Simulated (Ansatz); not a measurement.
# CH6BN: small, medium and large basis sets

Aim: see how fast density functionals converge with the basis set for CH6BN.

Computed with Ansatz 0.2.0, Gaussian basis. Level: one geometry, several basis sets.

The runs, in order: PBE0-D4/def2-SVP; ωB97M-V/def2-SVP; PBE0-D4/def2-QZVPP; ωB97M-V/def2-QZVPP; the functionals' def2-TZVPP values are taken from earlier runs.

1 further run of the same task is left out (it didn't finish).

### 1 The relaxed structure

All runs share one geometry, relaxed beforehand with PBE0-D4 in a triple-zeta def2 set.

9 atoms, charge 0, spin multiplicity 1.

Atoms are counted from 1 here; the program's logs count them from 0.

Bond lengths: B1–C2 1.540 Å, B1–H4 1.223 Å, B1–H5 1.216 Å, B1–H6 1.224 Å, C2–N3 1.302 Å, C2–H7 1.092 Å, N3–H8 1.009 Å, N3–H9 1.011 Å. Angles: C2–B1–H4 105.4°, C2–B1–H5 111.8°, C2–B1–H6 104.5°, H4–B1–H5 114.8°, H4–B1–H6 104.9°, H5–B1–H6 114.5°, B1–C2–N3 125.1°, B1–C2–H7 122.0°, N3–C2–H7 112.9°, C2–N3–H8 123.8°, C2–N3–H9 118.3°, H8–N3–H9 117.9°.

### 2 PBE0-D4 in def2-SVP

Input file in.yaml:

```yaml
crystal:
  periodic: [false, false, false]
  atoms:
    - {symbol: B, position_ang: [0.225737, 1.036774, -0.458460]}
    - {symbol: C, position_ang: [0.278024, -0.460990, -0.102543]}
    - {symbol: N, position_ang: [-0.521655, -1.061204, 0.731481]}
    - {symbol: H, position_ang: [1.353707, 1.459663, -0.246749]}
    - {symbol: H, position_ang: [-0.657219, 1.614031, 0.146173]}
    - {symbol: H, position_ang: [0.105751, 1.059065, -1.676846]}
    - {symbol: H, position_ang: [1.012428, -1.136284, -0.547533]}
    - {symbol: H, position_ang: [-0.473629, -2.045579, 0.945653]}
    - {symbol: H, position_ang: [-1.234644, -0.511776, 1.191624]}
basis:
  gaussian: {orbitals: def2-SVP}
hamiltonian: {xc: pbe0, dispersion: d4}
output: {orbitals: {seedname: orbitals}}
```

Started as:

```console
> ansatz run in.yaml --threads 2 --pin off --events-out ev --progress --plain --max-ram 4352MiB
```

After this run come: ωB97M-V in def2-SVP; PBE0-D4 in def2-QZVPP; ωB97M-V in def2-QZVPP.

Before running them: what should the planned runs give, taken together? Wanted: PBE0-D4: double and triple zeta above quadruple; ωB97M-V: double and triple zeta above quadruple.

The runs gave:

| quantity | value |
| --- | --- |
| PBE0-D4: double and triple zeta above quadruple | 3.94, 0.20 eV |
| ωB97M-V: double and triple zeta above quadruple | 4.18, 0.19 eV |

For PBE0-D4 the step from double to triple zeta gains 3.74 eV and the next only 0.20 eV. Total energies overstate the basis error of differences, where much of it tends to cancel.
